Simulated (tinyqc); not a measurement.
RHF in the sto-3g basis, for CH3+, spin multiplicity 1, step by step (part 1 of 2). Computed by tinyqc, a small Python program that keeps every step (integrals from PySCF). Settings: charge = 1, multiplicity = 1, basis = sto-3g, energy threshold = 1e-08, iteration cap = 54, orthogonalisation = symmetric, start = core, DIIS depth = 6, method = RHF. Command: `OMP_NUM_THREADS=1 python tinyqc.py 26935 26936 out.jsonl` (the two numbers bound the seeds that draw the settings). One thread of a shared host (Intel(R) Xeon(R) Processor @ 2.60GHz), about 0.07 s of CPU time with the checks. Later iterations appear only in the table of the cycle.

## One-electron integrals

Geometry (angstrom):
```
atom          x          y         z
C      0.000000   0.000000  0.114000
H      1.018000   0.000000  0.000000
H     -0.509000   0.881000  0.000000
H     -0.509000  -0.881000  0.000000
```

Basis sto-3g: exponents (1/bohr^2) and contraction coefficients of normalised primitives:
```
element  l (shell)   exponent  coefficient
C            s (1)  71.616837     0.154329
C            s (1)  13.045096     0.535328
C            s (1)   3.530512     0.444635
C            s (2)   2.941249    -0.099967
C            s (2)   0.683483     0.399513
C            s (2)   0.222290     0.700115
C            p (3)   2.941249     0.155916
C            p (3)   0.683483     0.607684
C            p (3)   0.222290     0.391957
H            s (1)   3.425251     0.154329
H            s (1)   0.623914     0.535328
H            s (1)   0.168855     0.444635
```

Overlap, kinetic and nuclear-attraction integrals over the contracted functions; the nuclear repulsion is the sum of Za Zb / Rab.

nuclear repulsion = 10.20251246 hartree

overlap S, order 1C 1s, 1C 2s, 1C 2px, 1C 2py, 1C 2pz, 2H 1s, 3H 1s, 4H 1s:
```
[[1.000000, 0.248362, 0.000000, 0.000000, 0.000000, 0.072585, 0.072674, 0.072674],
 [0.248362, 1.000000, 0.000000, 0.000000, 0.000000, 0.529109, 0.529422, 0.529422],
 [0.000000, 0.000000, 1.000000, 0.000000, 0.000000, 0.485678, -0.243045, -0.243045],
 [0.000000, 0.000000, 0.000000, 1.000000, 0.000000, 0.000000, 0.420674, -0.420674],
 [0.000000, 0.000000, 0.000000, 0.000000, 1.000000, -0.054388, -0.054435, -0.054435],
 [0.072585, 0.529109, 0.485678, 0.000000, -0.054388, 1.000000, 0.173778, 0.173778],
 [0.072674, 0.529422, -0.243045, 0.420674, -0.054435, 0.173778, 1.000000, 0.174024],
 [0.072674, 0.529422, -0.243045, -0.420674, -0.054435, 0.173778, 0.174024, 1.000000]]
```

kinetic energy T (hartree), order 1C 1s, 1C 2s, 1C 2px, 1C 2py, 1C 2pz, 2H 1s, 3H 1s, 4H 1s:
```
[[15.891122, -0.085890, 0.000000, 0.000000, 0.000000, -0.007242, -0.007208, -0.007208],
 [-0.085890, 0.472250, 0.000000, 0.000000, 0.000000, 0.129587, 0.129780, 0.129780],
 [0.000000, 0.000000, 1.477728, 0.000000, 0.000000, 0.301104, -0.150802, -0.150802],
 [0.000000, 0.000000, 0.000000, 1.477728, 0.000000, 0.000000, 0.261015, -0.261015],
 [0.000000, 0.000000, 0.000000, 0.000000, 1.477728, -0.033719, -0.033775, -0.033775],
 [-0.007242, 0.129587, 0.301104, 0.000000, -0.033719, 0.760032, -0.005016, -0.005016],
 [-0.007208, 0.129780, -0.150802, 0.261015, -0.033775, -0.005016, 0.760032, -0.004985],
 [-0.007208, 0.129780, -0.150802, -0.261015, -0.033775, -0.005016, -0.004985, 0.760032]]
```

nuclear attraction V (hartree), order 1C 1s, 1C 2s, 1C 2px, 1C 2py, 1C 2pz, 2H 1s, 3H 1s, 4H 1s:
```
[[-35.203048, -4.577267, 0.000030, 0.000000, 0.006409, -1.366619, -1.368348, -1.368348],
 [-4.577267, -6.681655, 0.000226, 0.000000, 0.063025, -3.063569, -3.065968, -3.065968],
 [0.000030, 0.000226, -6.708828, 0.000000, -0.000030, -2.612726, 1.307848, 1.307848],
 [0.000000, 0.000000, 0.000000, -6.708803, 0.000000, 0.000000, -2.263552, 2.263552],
 [0.006409, 0.063025, -0.000030, 0.000000, -6.503108, 0.309360, 0.309690, 0.309690],
 [-1.366619, -3.063569, -2.612726, 0.000000, 0.309360, -4.839207, -0.931912, -0.931912],
 [-1.368348, -3.065968, 1.307848, -2.263552, 0.309690, -0.931912, -4.840737, -0.933274],
 [-1.368348, -3.065968, 1.307848, 2.263552, 0.309690, -0.931912, -0.933274, -4.840737]]
```

core Hamiltonian H = T + V (hartree), order 1C 1s, 1C 2s, 1C 2px, 1C 2py, 1C 2pz, 2H 1s, 3H 1s, 4H 1s:
```
[[-19.311927, -4.663157, 0.000030, 0.000000, 0.006409, -1.373862, -1.375556, -1.375556],
 [-4.663157, -6.209405, 0.000226, 0.000000, 0.063025, -2.933982, -2.936188, -2.936188],
 [0.000030, 0.000226, -5.231099, 0.000000, -0.000030, -2.311621, 1.157045, 1.157045],
 [0.000000, 0.000000, 0.000000, -5.231075, 0.000000, 0.000000, -2.002536, 2.002536],
 [0.006409, 0.063025, -0.000030, 0.000000, -5.025380, 0.275641, 0.275915, 0.275915],
 [-1.373862, -2.933982, -2.311621, 0.000000, 0.275641, -4.079175, -0.936928, -0.936928],
 [-1.375556, -2.936188, 1.157045, -2.002536, 0.275915, -0.936928, -4.080705, -0.938260],
 [-1.375556, -2.936188, 1.157045, 2.002536, 0.275915, -0.936928, -0.938260, -4.080705]]
```

## Two-electron integrals

Functions are numbered as in S; the eight-fold symmetry (ij|kl) = (ji|kl) = (kl|ij) leaves the list below.

Two-electron integrals (ij|kl) in chemists' order, unique and non-zero (hartree):
```
(11|11) 3.541948    (21|11) 0.576921    (21|21) 0.111888    (22|11) 0.854682
(22|21) 0.205284    (22|22) 0.624709    (31|31) 0.020296    (32|31) 0.030858
(32|32) 0.137996    (33|11) 0.852436    (33|21) 0.205335    (33|22) 0.624568
(33|33) 0.672833    (41|41) 0.020296    (42|41) 0.030858    (42|42) 0.137996
(43|43) 0.036269    (44|11) 0.852436    (44|21) 0.205335    (44|22) 0.624568
(44|33) 0.600295    (44|44) 0.672833    (51|51) 0.020296    (52|51) 0.030858
(52|52) 0.137996    (53|53) 0.036269    (54|54) 0.036269    (55|11) 0.852436
(55|21) 0.205335    (55|22) 0.624568    (55|33) 0.600295    (55|44) 0.600295
(55|55) 0.672833    (61|11) 0.170479    (61|21) 0.032816    (61|22) 0.059942
(61|31) 0.002011    (61|32) 0.003702    (61|33) 0.060359    (61|44) 0.059739
(61|51) -0.000225   (61|52) -0.000415   (61|53) -0.000070   (61|55) 0.059746
(61|61) 0.009845    (62|11) 0.367761    (62|21) 0.089310    (62|22) 0.294312
(62|31) 0.008422    (62|32) 0.055345    (62|33) 0.307082    (62|44) 0.287676
(62|51) -0.000943   (62|52) -0.006198   (62|53) -0.002173   (62|55) 0.287919
(62|61) 0.027232    (62|62) 0.174567    (63|11) 0.295872    (63|21) 0.072850
(63|22) 0.254599    (63|31) 0.015629    (63|32) 0.093817    (63|33) 0.279994
(63|44) 0.241670    (63|51) -0.000677   (63|52) -0.005030   (63|53) -0.003042
(63|55) 0.241871    (63|61) 0.023379    (63|62) 0.179740    (63|63) 0.204627
(64|41) 0.009579    (64|42) 0.048901    (64|43) 0.011159    (64|54) -0.001250
(64|64) 0.022869    (65|11) -0.033133   (65|21) -0.008158   (65|22) -0.028511
(65|31) -0.000677   (65|32) -0.005030   (65|33) -0.028856   (65|44) -0.027063
(65|51) 0.009655    (65|52) 0.049464    (65|53) 0.011360    (65|55) -0.029585
(65|61) -0.002618   (65|62) -0.020128   (65|63) -0.020354   (65|65) 0.025148
(66|11) 0.501158    (66|21) 0.123801    (66|22) 0.459571    (66|31) 0.015797
(66|32) 0.134786    (66|33) 0.507126    (66|44) 0.435101    (66|51) -0.001769
(66|52) -0.015094   (66|53) -0.008066   (66|55) 0.436004    (66|61) 0.038445
(66|62) 0.332256    (66|63) 0.379655    (66|65) -0.042515   (66|66) 0.774606
(71|11) 0.170693    (71|21) 0.032857    (71|22) 0.060016    (71|31) -0.001007
(71|32) -0.001854   (71|33) 0.059968    (71|41) 0.001743    (71|42) 0.003209
(71|43) -0.000269   (71|44) 0.060278    (71|51) -0.000226   (71|52) -0.000415
(71|53) 0.000035    (71|54) -0.000060   (71|55) 0.059820    (71|61) 0.009538
(71|62) 0.025591    (71|63) 0.020330    (71|64) 0.000953    (71|65) -0.002461
(71|66) 0.035201    (71|71) 0.009870    (72|11) 0.368054    (72|21) 0.089380
(72|22) 0.294524    (72|31) -0.004216   (72|32) -0.027702   (72|33) 0.292743
(72|41) 0.007298    (72|42) 0.047948    (72|43) -0.008409   (72|44) 0.302440
(72|51) -0.000944   (72|52) -0.006204   (72|53) 0.001088    (72|54) -0.001883
(72|55) 0.288128    (72|61) 0.025580    (72|62) 0.129442    (72|63) 0.103289
(72|64) 0.015187    (72|65) -0.014514   (72|66) 0.196284    (72|71) 0.027287
(72|72) 0.174789    (73|11) -0.148096   (73|21) -0.036464   (73|22) -0.127428
(73|31) 0.011104    (73|32) 0.060188    (73|33) -0.134133   (73|41) -0.002622
(73|42) -0.019463   (73|43) 0.013138    (73|44) -0.126961   (73|51) 0.000339
(73|52) 0.002518    (73|53) -0.001700   (73|54) 0.000777    (73|55) -0.121057
(73|61) -0.009338   (73|62) -0.038503   (73|63) -0.015773   (73|64) -0.003398
(73|65) 0.004216    (73|66) -0.044660   (73|71) -0.011717   (73|72) -0.090011
(73|73) 0.068428    (74|11) 0.256331    (74|21) 0.063114    (74|22) 0.220557
(74|31) -0.002622   (74|32) -0.019463   (74|33) 0.212826    (74|41) 0.014127
(74|42) 0.082630    (74|43) -0.011591   (74|44) 0.239087    (74|51) -0.000587
(74|52) -0.004359   (74|53) 0.000777    (74|54) -0.002596   (74|55) 0.209531
(74|61) 0.018067    (74|62) 0.097010    (74|63) 0.076709    (74|64) 0.026575
(74|65) -0.010645   (74|66) 0.146896    (74|71) 0.020280    (74|72) 0.155794
(74|73) -0.078796   (74|74) 0.159287    (75|11) -0.033169   (75|21) -0.008167
(75|22) -0.028540   (75|31) 0.000339    (75|32) 0.002518    (75|33) -0.027539
(75|41) -0.000587   (75|42) -0.004359   (75|43) 0.000777    (75|44) -0.028435
(75|51) 0.009665    (75|52) 0.049508    (75|53) -0.005687   (75|54) 0.009843
(75|55) -0.029615   (75|61) -0.002461   (75|62) -0.014518   (75|63) -0.011332
(75|64) -0.001674   (75|65) 0.017581    (75|66) -0.023511   (75|71) -0.002624
(75|72) -0.020160   (75|73) 0.010196    (75|74) -0.017648   (75|75) 0.025188
(76|11) 0.110389    (76|21) 0.026860    (76|22) 0.091007    (76|31) 0.001062
(76|32) 0.007313    (76|33) 0.091763    (76|41) 0.001840    (76|42) 0.012663
(76|43) 0.000432    (76|44) 0.092259    (76|51) -0.000476   (76|52) -0.003277
(76|53) -0.000424   (76|54) -0.000734   (76|55) 0.088916    (76|61) 0.007992
(76|62) 0.048695    (76|63) 0.046230    (76|64) 0.005130    (76|65) -0.006173
(76|66) 0.086657    (76|71) 0.008002    (76|72) 0.048722    (76|73) -0.018687
(76|74) 0.042609    (76|75) -0.006178   (76|76) 0.016235    (77|11) 0.501384
(77|21) 0.123855    (77|22) 0.459719    (77|31) -0.007908   (77|32) -0.067450
(77|33) 0.453273    (77|41) 0.013688    (77|42) 0.116746    (77|43) -0.031206
(77|44) 0.489257    (77|51) -0.001771   (77|52) -0.015107   (77|53) 0.004038
(77|54) -0.006989   (77|55) 0.436148    (77|61) 0.035173    (77|62) 0.196203
(77|63) 0.149517    (77|64) 0.034797    (77|65) -0.023498   (77|66) 0.297772
(77|71) 0.038510    (77|72) 0.332499    (77|73) -0.190026   (77|74) 0.328906
(77|75) -0.042560   (77|76) 0.086657    (77|77) 0.774606    (81|11) 0.170693
(81|21) 0.032857    (81|22) 0.060016    (81|31) -0.001007   (81|32) -0.001854
(81|33) 0.059968    (81|41) -0.001743   (81|42) -0.003209   (81|43) 0.000269
(81|44) 0.060278    (81|51) -0.000226   (81|52) -0.000415   (81|53) 0.000035
(81|54) 0.000060    (81|55) 0.059820    (81|61) 0.009538    (81|62) 0.025591
(81|63) 0.020330    (81|64) -0.000953   (81|65) -0.002461   (81|66) 0.035201
(81|71) 0.009550    (81|72) 0.025612    (81|73) -0.011002   (81|74) 0.017136
(81|75) -0.002464   (81|76) 0.007600    (81|77) 0.035218    (81|81) 0.009870
(82|11) 0.368054    (82|21) 0.089380    (82|22) 0.294524    (82|31) -0.004216
(82|32) -0.027702   (82|33) 0.292743    (82|41) -0.007298   (82|42) -0.047948
(82|43) 0.008409    (82|44) 0.302440    (82|51) -0.000944   (82|52) -0.006204
(82|53) 0.001088    (82|54) 0.001883    (82|55) 0.288128    (82|61) 0.025580
(82|62) 0.129442    (82|63) 0.103289    (82|64) -0.015187   (82|65) -0.014514
(82|66) 0.196284    (82|71) 0.025612    (82|72) 0.129550    (82|73) -0.064877
(82|74) 0.081886    (82|75) -0.014530   (82|76) 0.038212    (82|77) 0.196376
(82|81) 0.027287    (82|82) 0.174789    (83|11) -0.148096   (83|21) -0.036464
(83|22) -0.127428   (83|31) 0.011104    (83|32) 0.060188    (83|33) -0.134133
(83|41) 0.002622    (83|42) 0.019463    (83|43) -0.013138   (83|44) -0.126961
(83|51) 0.000339    (83|52) 0.002518    (83|53) -0.001700   (83|54) -0.000777
(83|55) -0.121057   (83|61) -0.009338   (83|62) -0.038503   (83|63) -0.015773
(83|64) 0.003398    (83|65) 0.004216    (83|66) -0.044660   (83|71) -0.011002
(83|72) -0.064877   (83|73) 0.047818    (83|74) -0.040097   (83|75) 0.007125
(83|76) -0.014473   (83|77) -0.105035   (83|81) -0.011717   (83|82) -0.090011
(83|83) 0.068428    (84|11) -0.256331   (84|21) -0.063114   (84|22) -0.220557
(84|31) 0.002622    (84|32) 0.019463    (84|33) -0.212826   (84|41) 0.014127
(84|42) 0.082630    (84|43) -0.011591   (84|44) -0.239087   (84|51) 0.000587
(84|52) 0.004359    (84|53) -0.000777   (84|54) -0.002596   (84|55) -0.209531
(84|61) -0.018067   (84|62) -0.097010   (84|63) -0.076709   (84|64) 0.026575
(84|65) 0.010645    (84|66) -0.146896   (84|71) -0.017136   (84|72) -0.081886
(84|73) 0.040097    (84|74) -0.036912   (84|75) 0.008980    (84|76) -0.025048
(84|77) -0.112121   (84|81) -0.020280   (84|82) -0.155794   (84|83) 0.078796
(84|84) 0.159287    (85|11) -0.033169   (85|21) -0.008167   (85|22) -0.028540
(85|31) 0.000339    (85|32) 0.002518    (85|33) -0.027539   (85|41) 0.000587
(85|42) 0.004359    (85|43) -0.000777   (85|44) -0.028435   (85|51) 0.009665
(85|52) 0.049508    (85|53) -0.005687   (85|54) -0.009843   (85|55) -0.029615
(85|61) -0.002461   (85|62) -0.014518   (85|63) -0.011332   (85|64) 0.001674
(85|65) 0.017581    (85|66) -0.023511   (85|71) -0.002464   (85|72) -0.014530
(85|73) 0.007125    (85|74) -0.008980   (85|75) 0.017600    (85|76) -0.004709
(85|77) -0.023525   (85|81) -0.002624   (85|82) -0.020160   (85|83) 0.010196
(85|84) 0.017648    (85|85) 0.025188    (86|11) 0.110389    (86|21) 0.026860
(86|22) 0.091007    (86|31) 0.001062    (86|32) 0.007313    (86|33) 0.091763
(86|41) -0.001840   (86|42) -0.012663   (86|43) -0.000432   (86|44) 0.092259
(86|51) -0.000476   (86|52) -0.003277   (86|53) -0.000424   (86|54) 0.000734
(86|55) 0.088916    (86|61) 0.007992    (86|62) 0.048695    (86|63) 0.046230
(86|64) -0.005130   (86|65) -0.006173   (86|66) 0.086657    (86|71) 0.007600
(86|72) 0.038212    (86|73) -0.014473   (86|74) 0.025048    (86|75) -0.004709
(86|76) 0.013244    (86|77) 0.056947    (86|81) 0.008002    (86|82) 0.048722
(86|83) -0.018687   (86|84) -0.042609   (86|85) -0.006178   (86|86) 0.016235
(87|11) 0.110546    (87|21) 0.026898    (87|22) 0.091137    (87|31) -0.002129
(87|32) -0.014654   (87|33) 0.092645    (87|44) 0.091641    (87|51) -0.000477
(87|52) -0.003282   (87|53) 0.000850    (87|55) 0.089042    (87|61) 0.007601
(87|62) 0.038236    (87|63) 0.028953    (87|65) -0.004711   (87|66) 0.057005
(87|71) 0.008013    (87|72) 0.048798    (87|73) -0.027627   (87|74) 0.037533
(87|75) -0.006188   (87|76) 0.013261    (87|77) 0.086801    (87|81) 0.008013
(87|82) 0.048798    (87|83) -0.027627   (87|84) -0.037533   (87|85) -0.006188
(87|86) 0.013261    (87|87) 0.016284    (88|11) 0.501384    (88|21) 0.123855
(88|22) 0.459719    (88|31) -0.007908   (88|32) -0.067450   (88|33) 0.453273
(88|41) -0.013688   (88|42) -0.116746   (88|43) 0.031206    (88|44) 0.489257
(88|51) -0.001771   (88|52) -0.015107   (88|53) 0.004038    (88|54) 0.006989
(88|55) 0.436148    (88|61) 0.035173    (88|62) 0.196203    (88|63) 0.149517
(88|64) -0.034797   (88|65) -0.023498   (88|66) 0.297772    (88|71) 0.035218
(88|72) 0.196376    (88|73) -0.105035   (88|74) 0.112121    (88|75) -0.023525
(88|76) 0.056947    (88|77) 0.297920    (88|81) 0.038510    (88|82) 0.332499
(88|83) -0.190026   (88|84) -0.328906   (88|85) -0.042560   (88|86) 0.086657
(88|87) 0.086801    (88|88) 0.774606
```

## Orthogonalisation

S = U s U^T; symmetric (Loewdin) form X = U s^(-1/2) U^T, so that X^T S X = 1.

eigenvalues of S: [0.219759, 0.311736, 0.311847, 0.948670, 1.011720, 1.514240, 1.514457, 2.167571]

X, order 1C 1s, 1C 2s, 1C 2px, 1C 2py, 1C 2pz, 2H 1s, 3H 1s, 4H 1s:
```
[[1.028670, -0.172261, 0.000016, 0.000000, 0.004319, 0.026314, 0.026318, 0.026318],
 [-0.172261, 1.545394, -0.000356, 0.000000, -0.052532, -0.396766, -0.397294, -0.397294],
 [0.000016, -0.000356, 1.231021, 0.000000, 0.000041, -0.394951, 0.197752, 0.197752],
 [0.000000, 0.000000, 0.000000, 1.231051, 0.000000, 0.000000, -0.342274, 0.342274],
 [0.004319, -0.052532, 0.000041, 0.000000, 1.005295, 0.040109, 0.040174, 0.040174],
 [0.026314, -0.396766, -0.394951, 0.000000, 0.040109, 1.332594, -0.039517, -0.039517],
 [0.026318, -0.397294, 0.197752, -0.342274, 0.040174, -0.039517, 1.333137, -0.039505],
 [0.026318, -0.397294, 0.197752, 0.342274, 0.040174, -0.039517, -0.039505, 1.333137]]
```

## Starting guess

The start is the orbitals of the core Hamiltonian; D = 2 C_occ C_occ^T.

D at the start, order 1C 1s, 1C 2s, 1C 2px, 1C 2py, 1C 2pz, 2H 1s, 3H 1s, 4H 1s:
```
[[2.158273, -0.721620, 0.000107, 0.000000, 0.099791, 0.101223, 0.101309, 0.101309],
 [-0.721620, 3.229555, -0.000867, 0.000000, -0.467271, -0.423529, -0.424019, -0.424019],
 [0.000107, -0.000867, 2.695452, 0.000000, 0.000087, -0.584945, 0.292900, 0.292900],
 [0.000000, 0.000000, 0.000000, 2.695253, 0.000000, 0.000000, -0.506694, 0.506694],
 [0.099791, -0.467271, 0.000087, 0.000000, 0.067618, 0.061272, 0.061330, 0.061330],
 [0.101223, -0.423529, -0.584945, 0.000000, 0.061272, 0.182553, -0.007922, -0.007922],
 [0.101309, -0.424019, 0.292900, -0.506694, 0.061330, -0.007922, 0.182751, -0.007760],
 [0.101309, -0.424019, 0.292900, 0.506694, 0.061330, -0.007922, -0.007760, 0.182751]]
```

## Iteration 1: building the Fock matrix

J_ij = sum D_kl (ij|kl), K_ij = sum D_kl (ik|jl); F = H + J - 0.5 K; E = tr D H + tr D J / 2 - 0.25 tr D K + E_nn.

Coulomb J (hartree), order 1C 1s, 1C 2s, 1C 2px, 1C 2py, 1C 2pz, 2H 1s, 3H 1s, 4H 1s:
```
[[12.611050, 2.467879, -0.000001, 0.000000, -0.017537, 0.725321, 0.726224, 0.726224],
 [2.467879, 5.605574, 0.000026, 0.000000, -0.079530, 2.564063, 2.565955, 2.565955],
 [-0.000001, 0.000026, 5.640087, 0.000000, -0.000005, 2.171466, -1.086829, -1.086829],
 [0.000000, 0.000000, 0.000000, 5.640079, 0.000000, 0.000000, 1.881146, -1.881146],
 [-0.017537, -0.079530, -0.000005, 0.000000, 5.520249, -0.267044, -0.267311, -0.267311],
 [0.725321, 2.564063, 2.171466, 0.000000, -0.267044, 3.818941, 0.785404, 0.785404],
 [0.726224, 2.565955, -1.086829, 1.881146, -0.267311, 0.785404, 3.820299, 0.786520],
 [0.726224, 2.565955, -1.086829, -1.881146, -0.267311, 0.785404, 0.786520, 3.820299]]
```

exchange K (hartree), order 1C 1s, 1C 2s, 1C 2px, 1C 2py, 1C 2pz, 2H 1s, 3H 1s, 4H 1s:
```
[[7.301950, 1.303130, 0.000000, 0.000000, -0.009743, 0.399663, 0.400147, 0.400147],
 [1.303130, 1.914414, 0.000016, 0.000000, -0.226976, 0.809370, 0.810048, 0.810048],
 [0.000000, 0.000016, 1.734837, 0.000000, -0.000018, 0.550947, -0.275786, -0.275786],
 [0.000000, 0.000000, 0.000000, 1.734824, 0.000000, 0.000000, 0.477356, -0.477356],
 [-0.009743, -0.226976, -0.000018, 0.000000, 0.528125, -0.110797, -0.110887, -0.110887],
 [0.399663, 0.809370, 0.550947, 0.000000, -0.110797, 0.562868, 0.256665, 0.256665],
 [0.400147, 0.810048, -0.275786, 0.477356, -0.110887, 0.256665, 0.563694, 0.257020],
 [0.400147, 0.810048, -0.275786, -0.477356, -0.110887, 0.256665, 0.257020, 0.563694]]
```

Fock matrix F (hartree), order 1C 1s, 1C 2s, 1C 2px, 1C 2py, 1C 2pz, 2H 1s, 3H 1s, 4H 1s:
```
[[-10.351852, -2.846843, 0.000029, 0.000000, -0.006257, -0.848373, -0.849405, -0.849405],
 [-2.846843, -1.561038, 0.000245, 0.000000, 0.096983, -0.774604, -0.775258, -0.775258],
 [0.000029, 0.000245, -0.458431, 0.000000, -0.000027, -0.415629, 0.208110, 0.208110],
 [0.000000, 0.000000, 0.000000, -0.458408, 0.000000, 0.000000, -0.360068, 0.360068],
 [-0.006257, 0.096983, -0.000027, 0.000000, 0.230807, 0.063995, 0.064048, 0.064048],
 [-0.848373, -0.774604, -0.415629, 0.000000, 0.063995, -0.541668, -0.279857, -0.279857],
 [-0.849405, -0.775258, 0.208110, -0.360068, 0.064048, -0.279857, -0.542252, -0.280250],
 [-0.849405, -0.775258, 0.208110, 0.360068, 0.064048, -0.279857, -0.280250, -0.542252]]
```

total energy of this density = -36.85276046 hartree
